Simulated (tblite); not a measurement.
A geometry optimisation, step by step.

C4H6O (charge -1 and doublet state).
Bonds: O1–C2, C2–C3, C3–C4, C4–C5, C3–C5. Hydrogens: H6 on C2; H7 on C3; H8, H9 on C4; H10, H11 on C5.

Computed with GFN2-xTB (tblite), gas phase: L-BFGS steps from a force-field or distance-geometry start until the largest atomic force falls under 0.01 eV/Å. 14 of its 48 geometries are shown.

Step 0: E = -428.2431 eV, largest atomic force 4.928 eV/Å
```
atom  x, y, z in Å  |  force x, y, z in eV/Å
O1      2.156   -1.646    0.123   -2.313   1.414  -2.076
C2      1.227   -0.814   -0.575    3.341  -1.061   3.463
C3      0.187   -0.296    0.388   -0.675   0.283  -1.276
C4     -0.402    1.081    0.082    0.202  -0.285   0.497
C5     -1.243   -0.159   -0.122    0.179  -0.375   0.006
H6      1.817    0.075   -0.925   -0.409  -0.415  -0.755
H7      0.280   -0.615    1.422    0.120   0.157  -0.005
H8     -0.044    1.618   -0.826   -0.300  -0.409   0.962
H9     -0.552    1.690    0.996   -0.261  -0.120  -0.923
H10    -1.340   -0.539   -1.157   -0.354   0.520   0.734
H11    -2.081   -0.390    0.568    0.471   0.291  -0.626
```

Step 4: E = -428.9165 eV, largest atomic force 0.513 eV/Å
```
atom  x, y, z in Å  |  force x, y, z in eV/Å
O1      2.128   -1.694    0.069    0.048  -0.044  -0.146
C2      1.342   -0.765   -0.411    0.441  -0.093  -0.021
C3      0.196   -0.302    0.368    0.334   0.245   0.302
C4     -0.402    1.053    0.104   -0.016   0.095   0.079
C5     -1.230   -0.175   -0.127   -0.011  -0.121  -0.099
H6      1.795    0.058   -1.014    0.004  -0.244  -0.305
H7      0.274   -0.594    1.406   -0.151  -0.140   0.449
H8     -0.062    1.593   -0.761    0.134   0.099  -0.246
H9     -0.590    1.697    0.944   -0.358   0.160   0.226
H10    -1.387   -0.496   -1.135   -0.242   0.106  -0.435
H11    -2.059   -0.372    0.531   -0.182  -0.065   0.197
```

Step 7: E = -429.0286 eV, largest atomic force 0.624 eV/Å
```
atom  x, y, z in Å  |  force x, y, z in eV/Å
O1      2.146   -1.758    0.030   -0.156   0.524  -0.301
C2      1.444   -0.709   -0.315    0.036  -0.057   0.112
C3      0.256   -0.279    0.405    0.013   0.129   0.041
C4     -0.406    1.045    0.125    0.041   0.104  -0.056
C5     -1.223   -0.195   -0.143   -0.048   0.113  -0.033
H6      1.780    0.005   -1.119   -0.059  -0.558   0.136
H7      0.246   -0.595    1.446   -0.048  -0.095   0.062
H8     -0.056    1.587   -0.745    0.060   0.015  -0.052
H9     -0.669    1.720    0.936   -0.135  -0.163   0.007
H10    -1.450   -0.449   -1.174    0.142   0.094   0.114
H11    -2.062   -0.370    0.529    0.153  -0.106  -0.030
```

Step 11: E = -429.0671 eV, largest atomic force 0.201 eV/Å
```
atom  x, y, z in Å  |  force x, y, z in eV/Å
O1      2.152   -1.746   -0.004   -0.019  -0.015   0.131
C2      1.464   -0.679   -0.273    0.056  -0.053  -0.074
C3      0.276   -0.257    0.428   -0.101  -0.025  -0.013
C4     -0.404    1.050    0.128    0.003   0.029   0.028
C5     -1.221   -0.184   -0.150    0.049   0.020   0.002
H6      1.764   -0.070   -1.152   -0.170   0.012  -0.106
H7      0.232   -0.603    1.461    0.003   0.034  -0.027
H8     -0.046    1.588   -0.743    0.032   0.043   0.040
H9     -0.713    1.709    0.933   -0.019   0.011   0.031
H10    -1.452   -0.422   -1.179    0.139  -0.006  -0.034
H11    -2.046   -0.383    0.526    0.028  -0.049   0.021
```

Step 14: E = -429.0832 eV, largest atomic force 0.227 eV/Å
```
atom  x, y, z in Å  |  force x, y, z in eV/Å
O1      2.151   -1.740    0.021   -0.099   0.174   0.042
C2      1.453   -0.680   -0.275    0.082  -0.135  -0.134
C3      0.255   -0.260    0.422    0.209  -0.023   0.010
C4     -0.401    1.063    0.133   -0.025   0.024   0.049
C5     -1.209   -0.171   -0.149   -0.003  -0.175  -0.079
H6      1.713   -0.095   -1.186   -0.100  -0.096  -0.035
H7      0.231   -0.598    1.453   -0.025  -0.020   0.166
H8     -0.035    1.602   -0.730    0.022   0.096  -0.001
H9     -0.725    1.703    0.940   -0.017   0.173   0.146
H10    -1.402   -0.418   -1.180   -0.017  -0.042  -0.100
H11    -2.025   -0.403    0.526   -0.027   0.024  -0.064
```

Step 18: E = -429.1080 eV, largest atomic force 0.206 eV/Å
```
atom  x, y, z in Å  |  force x, y, z in eV/Å
O1      2.155   -1.711    0.059    0.189  -0.057   0.020
C2      1.443   -0.682   -0.285   -0.159   0.034   0.040
C3      0.266   -0.248    0.437   -0.090   0.066   0.063
C4     -0.403    1.085    0.156   -0.007  -0.049   0.025
C5     -1.179   -0.172   -0.163    0.066   0.077   0.025
H6      1.605   -0.191   -1.270    0.006  -0.068  -0.026
H7      0.223   -0.593    1.472    0.129   0.051  -0.081
H8     -0.014    1.640   -0.695   -0.107  -0.010   0.172
H9     -0.763    1.716    0.968    0.100  -0.070  -0.107
H10    -1.332   -0.410   -1.207   -0.060  -0.026   0.056
H11    -1.994   -0.433    0.503   -0.069   0.052  -0.187
```

Step 22: E = -429.1236 eV, largest atomic force 0.196 eV/Å
```
atom  x, y, z in Å  |  force x, y, z in eV/Å
O1      2.184   -1.680    0.084    0.016   0.102   0.016
C2      1.418   -0.697   -0.294    0.167  -0.064  -0.081
C3      0.263   -0.239    0.448    0.050  -0.123  -0.081
C4     -0.405    1.091    0.174    0.022   0.027  -0.024
C5     -1.161   -0.164   -0.170   -0.131  -0.034   0.001
H6      1.541   -0.262   -1.313   -0.025  -0.058   0.062
H7      0.249   -0.581    1.478    0.027   0.006   0.084
H8     -0.020    1.670   -0.652    0.049   0.069  -0.148
H9     -0.765    1.716    0.980   -0.066  -0.019   0.155
H10    -1.298   -0.414   -1.213    0.046   0.047  -0.037
H11    -2.001   -0.438    0.452   -0.154   0.047   0.053
```

Step 25: E = -429.1336 eV, largest atomic force 0.121 eV/Å
```
atom  x, y, z in Å  |  force x, y, z in eV/Å
O1      2.219   -1.651    0.103    0.006   0.069   0.037
C2      1.411   -0.716   -0.302   -0.004   0.031  -0.039
C3      0.261   -0.248    0.446    0.011   0.002  -0.027
C4     -0.403    1.098    0.180   -0.018  -0.040  -0.002
C5     -1.168   -0.156   -0.171    0.058  -0.081   0.014
H6      1.504   -0.312   -1.334    0.000  -0.045   0.004
H7      0.276   -0.571    1.486   -0.075   0.009  -0.036
H8     -0.022    1.695   -0.642   -0.025  -0.054   0.003
H9     -0.768    1.705    1.003    0.019  -0.076   0.008
H10    -1.273   -0.410   -1.217    0.013   0.076  -0.012
H11    -2.033   -0.430    0.422    0.015   0.109   0.050
```

Step 29: E = -429.1400 eV, largest atomic force 0.124 eV/Å
```
atom  x, y, z in Å  |  force x, y, z in eV/Å
O1      2.252   -1.606    0.125    0.094  -0.030   0.075
C2      1.405   -0.722   -0.310   -0.016   0.008   0.016
C3      0.263   -0.251    0.445   -0.036  -0.026  -0.001
C4     -0.404    1.097    0.186    0.019   0.001   0.016
C5     -1.158   -0.161   -0.172   -0.023   0.070  -0.033
H6      1.460   -0.384   -1.364   -0.015   0.030  -0.057
H7      0.277   -0.562    1.486   -0.012  -0.030  -0.007
H8     -0.028    1.706   -0.627   -0.026  -0.015   0.009
H9     -0.775    1.678    1.024    0.026   0.014  -0.002
H10    -1.243   -0.387   -1.226   -0.066  -0.022  -0.021
H11    -2.044   -0.406    0.406    0.056   0.000   0.004
```

Step 33: E = -429.1429 eV, largest atomic force 0.086 eV/Å
```
atom  x, y, z in Å  |  force x, y, z in eV/Å
O1      2.268   -1.595    0.138   -0.027   0.081  -0.012
C2      1.409   -0.727   -0.309   -0.001  -0.033   0.011
C3      0.259   -0.260    0.439    0.014   0.007  -0.017
C4     -0.401    1.093    0.187    0.007   0.028  -0.016
C5     -1.162   -0.154   -0.177    0.007  -0.048   0.018
H6      1.465   -0.380   -1.364    0.017  -0.034   0.023
H7      0.271   -0.569    1.481   -0.024  -0.045  -0.021
H8     -0.035    1.700   -0.630    0.053   0.046  -0.020
H9     -0.765    1.674    1.027    0.006   0.023   0.006
H10    -1.263   -0.385   -1.230   -0.032   0.023   0.008
H11    -2.039   -0.394    0.411   -0.021  -0.048   0.019
```

Step 36: E = -429.1458 eV, largest atomic force 0.083 eV/Å
```
atom  x, y, z in Å  |  force x, y, z in eV/Å
O1      2.297   -1.550    0.163   -0.003   0.031  -0.009
C2      1.399   -0.740   -0.314    0.048  -0.042   0.000
C3      0.254   -0.267    0.432   -0.044  -0.002  -0.019
C4     -0.396    1.098    0.188   -0.049  -0.010  -0.012
C5     -1.161   -0.149   -0.182    0.004  -0.007   0.043
H6      1.450   -0.415   -1.375    0.015  -0.016   0.002
H7      0.259   -0.585    1.474    0.004   0.008  -0.048
H8     -0.032    1.710   -0.630    0.031  -0.002   0.077
H9     -0.757    1.667    1.040    0.014   0.036  -0.072
H10    -1.273   -0.374   -1.236   -0.010   0.040   0.059
H11    -2.034   -0.391    0.414   -0.010  -0.037  -0.023
```

Step 40: E = -429.1482 eV, largest atomic force 0.113 eV/Å
```
atom  x, y, z in Å  |  force x, y, z in eV/Å
O1      2.326   -1.506    0.185    0.063  -0.046   0.036
C2      1.393   -0.756   -0.319   -0.076   0.061  -0.058
C3      0.247   -0.276    0.423    0.008  -0.017  -0.002
C4     -0.398    1.101    0.190    0.019  -0.004   0.030
C5     -1.162   -0.145   -0.182   -0.019   0.001  -0.018
H6      1.437   -0.454   -1.387    0.017  -0.009  -0.004
H7      0.254   -0.597    1.462    0.009   0.015   0.019
H8     -0.024    1.720   -0.615    0.010  -0.034  -0.013
H9     -0.750    1.672    1.042   -0.030   0.025   0.017
H10    -1.283   -0.358   -1.235    0.006   0.015  -0.033
H11    -2.035   -0.398    0.410   -0.006  -0.006   0.026
```

Step 43: E = -429.1488 eV, largest atomic force 0.020 eV/Å
```
atom  x, y, z in Å  |  force x, y, z in eV/Å
O1      2.329   -1.502    0.186   -0.007   0.009   0.000
C2      1.394   -0.755   -0.320   -0.006  -0.010   0.001
C3      0.247   -0.278    0.422   -0.007   0.007   0.003
C4     -0.398    1.101    0.194   -0.003   0.007   0.002
C5     -1.163   -0.144   -0.183    0.010  -0.001   0.005
H6      1.437   -0.461   -1.390    0.001   0.003   0.003
H7      0.252   -0.597    1.462    0.017  -0.003  -0.002
H8     -0.021    1.716   -0.613    0.005  -0.018  -0.006
H9     -0.754    1.675    1.042   -0.006  -0.003   0.001
H10    -1.284   -0.352   -1.238   -0.007   0.011   0.005
H11    -2.033   -0.400    0.413    0.003  -0.001  -0.013
```

Step 47: E = -429.1489 eV, largest atomic force 0.009 eV/Å
```
atom  x, y, z in Å  |  force x, y, z in eV/Å
O1      2.333   -1.495    0.190   -0.002   0.002   0.003
C2      1.391   -0.758   -0.322    0.001  -0.003   0.001
C3      0.245   -0.279    0.422    0.007  -0.003   0.002
C4     -0.398    1.101    0.195    0.003  -0.005  -0.002
C5     -1.163   -0.143   -0.183   -0.004   0.000  -0.002
H6      1.436   -0.466   -1.391   -0.006   0.006  -0.001
H7      0.255   -0.598    1.461    0.001  -0.003   0.003
H8     -0.019    1.714   -0.613    0.000   0.000  -0.001
H9     -0.755    1.676    1.043    0.000   0.001  -0.004
H10    -1.286   -0.348   -1.238    0.003   0.004  -0.002
H11    -2.033   -0.401    0.411   -0.002   0.001   0.003
```

Question: Summarise the path.

Answer: The energy falls by 20.89 kcal/mol from step 0 to step 47; nine tenths of that is first reached at step 10. It falls at every step. The largest force goes from 4.928 to 0.009 eV/Å. Among the bonds O1–C2 changes most, from 1.429 to 1.300 Å; the atoms move by 0.303 Å rms after alignment.

What follows is the cost of the whole relaxation. Time: 0.27 s wall. Hardware: Arm Neoverse N1, one thread, shared host with 64 logical CPUs at a one-minute load of 60.
